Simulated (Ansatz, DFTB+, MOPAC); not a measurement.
Molecule: NH2, net charge -1, singlet state. SMILES: [NH2-]

Atoms: N1, H2, H3. Bonds: N1-H2, N1-H3.

Bond lengths (Å) and angles (degrees) optimised at PM6 with MOPAC; MNDO with MOPAC; SCC-DFTB with DFTB+; B3LYP/6-31G* with Ansatz (a quantum-chemistry and plane-wave program), each started from the B3LYP-D3(BJ)/def2-TZVP structure (Ansatz) of the last column. A row stands for all coordinates that are equal there. 6-31G* holds six Cartesian d functions. No wavenumbers were computed at MNDO, SCC-DFTB, so these may be saddle points.

```csv
coordinate,PM6,MNDO,SCC-DFTB,B3LYP/6-31G*,B3LYP-D3(BJ)/def2-TZVP
N1-H2,1.002,1.013,1.046,1.052,1.035
H2-N1-H3,102.9,100.9,103.9,97.2,100.4
```

Mean signed difference of all 2 bond lengths from B3LYP-D3(BJ)/def2-TZVP: PM6 -0.033 Å, MNDO -0.022 Å, SCC-DFTB 0.011 Å, B3LYP/6-31G* 0.016 Å.
